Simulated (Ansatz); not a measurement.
Born–Oppenheimer molecular dynamics of ClH3Si (5 atoms, charge 0, multiplicity 1). It starts from a relaxed structure.

These are results of RKS PBE/def2-SVP (Ansatz), not measurements.

```
ensemble        : NVT, Langevin thermostat
time step       : 0.5 fs
steps asked     : 250
set temperature : 200 K
friction        : 0.05 /fs
seed            : 285267
```

First frame:

```xyz
5
Properties=species:S:1:pos:R:3
Si 0.000 0.000 0.012
Cl 0.000 0.000 2.093
H 1.419 0.000 -0.478
H -0.709 1.228 -0.478
H -0.709 -1.228 -0.478
```

**Question.** What does the run give?

**Answer.** The run went to its last step.

- steps done: 250
- time covered: 125 fs
- mean temperature over the second half: 143 K
- spread of the potential energy over the second half: 4.5 meV per atom
- mean potential energy of the second half above the start: 10.3 meV per atom

The mean temperature of the second half is 29 % below the set value. A run of 0.12 ps of so small a system gives no equilibrium averages.

**Question.** What happens to the structure?

**Answer.** The same pairs are bonded in the first frame and the last. Pairs count as bonded within 1.25 times the sum of covalent radii (0.12 Å more for H–H). The details hang on the random start.

**Question.** How do temperature and energy run in time?

**Answer.** 
```tsv
time (fs)	T (K)	potential energy less start (eV)
0	160	0.000
6	114	0.011
12	54	0.041
18	106	0.054
24	77	0.043
30	162	0.057
36	106	0.070
42	240	0.040
48	301	0.030
54	170	0.065
60	166	0.095
66	146	0.084
72	131	0.048
78	225	0.020
84	163	0.048
90	111	0.069
96	83	0.047
102	189	0.006
108	220	0.027
114	80	0.085
120	71	0.078
```

The run took 3.2 min on 1 thread of Arm Neoverse V2, with other jobs on the host, peak memory 0.091 GiB.
